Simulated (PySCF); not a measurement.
## C4H7O: g tensor and hyperfine couplings

Compound: C4H7O (doublet state).
Geometry (GFN2-xTB, Å), atoms numbered from 1 in this order:
```
atom  x, y, z in Å
O1     1.9384   -0.6134   -0.6616
C2     1.2385   -0.6813    0.5144
C3    -0.0997   -0.1677    0.6784
C4    -0.5722    1.0940   -0.0330
C5    -1.1303   -0.2302   -0.4427
H6     1.3894   -0.1800   -1.3252
H7     1.7802   -1.1558    1.3079
H8    -0.4812   -0.3162    1.6801
H9     0.1202    1.5947   -0.6946
H10   -1.2067    1.7718    0.5162
H11   -0.8267   -0.6517   -1.3904
H12   -2.1487   -0.4649   -0.1756
```

The hyperfine couplings belong to this conformer and change with its torsions.

As a line formula: `O[CH]C1CC1` [radical].

Level of theory: PySCF, UKS B3LYP, pcH-1 on C H O, non-relativistic, mean-field spin-orbit, GIAO. Geometry: GFN2-xTB, one conformer, isolated molecule. A GFN2-xTB geometry isn't a minimum of the functional, and hyperfine couplings can be far from their values at a DFT geometry. Stability of the SCF solution: not tested.

```
g1, g2, g3                      : 2.00219, 2.00307, 2.00410
g_iso                           : 2.00312
Form of g                       : rhombic: the two nearest values differ by 46 % of g3 − g1
⟨S²⟩                            : 0.7546 (exact 0.7500)
HOMO–LUMO gap, α and β orbitals : 4.60, 7.74 eV
Total energy                    : -231.78617 Eh
```

Isotropic coupling and dipolar principal values T1 to T3, in 10⁻⁴ cm⁻¹ (1 × 10⁻⁴ cm⁻¹ = 2.998 MHz):

```csv
atom,isotope,a_iso,T1,T2,T3,Mulliken spin population
O1,17O,-6.2,-20.1,9.6,10.5,0.11
C2,13C,27.4,-25.6,-25.1,50.6,0.86
C3,13C,-13.7,-1.6,-0.1,1.7,-0.09
C4,13C,15.6,-3.1,-3.0,6.1,0.09
C5,13C,15.6,-3.1,-3.0,6.1,0.09
H6,1H,-3.6,-3.9,-2.8,6.7,0.00
H7,1H,-21.4,-12.1,0.0,12.1,-0.04
H8,1H,0.7,-1.4,-1.3,2.7,0.00
H9,1H,-1.8,-1.9,0.0,2.0,-0.01
H10,1H,0.4,-1.7,-0.5,2.2,0.00
H11,1H,-1.8,-1.9,0.0,2.0,-0.01
H12,1H,0.4,-1.7,-0.5,2.2,0.00
```

The Mulliken spin populations are largest on C2 (+0.86), O1 (+0.11), C3 (-0.09) and C5 (+0.09). C2 is the only atom above +0.15. The positive populations add up to 1.15 and the negative ones to -0.15, together 2S = 1. The angles at C2 add up to 360.0°, so it is planar; its axial dipolar tensor and the negative coupling of its proton fit spin in a p orbital normal to that plane.

Axes: g3 points within 1° of the O1–H6 bond.

Under fast tumbling the dipolar parts average out, and these isotropic splittings remain: 1 × 1H (H7, I = 1/2, 2 lines) with 2.29 mT, 1 × 1H (H6, I = 1/2, 2 lines) with 0.38 mT, 2 × 1H (H9/H11, I = 1/2, 3 lines) with 0.19 mT, 1 × 1H (H8, I = 1/2, 2 lines) with 0.08 mT and 2 × 1H (H10/H12, I = 1/2, 3 lines) with 0.05 mT.

The 17O coupling of O1 (-18.7 MHz) shows only in satellite lines or after enrichment, since that isotope makes up about 0.038 % of natural oxygen.

The 13C coupling of C2 (82.1 MHz) shows only in satellite lines or after enrichment, since that isotope makes up about 1.07 % of natural carbon.

Examples of negative spin density at the nucleus (bohr⁻³): C3 (-0.0364), H7 (-0.0144) and H6 (-0.0024).

Time: 27 s wall (with the writing of density and orbital grids); peak memory 0.77 GiB. Hardware: Arm Neoverse V1, one thread, shared host with 32 logical CPUs at a one-minute load of 25.
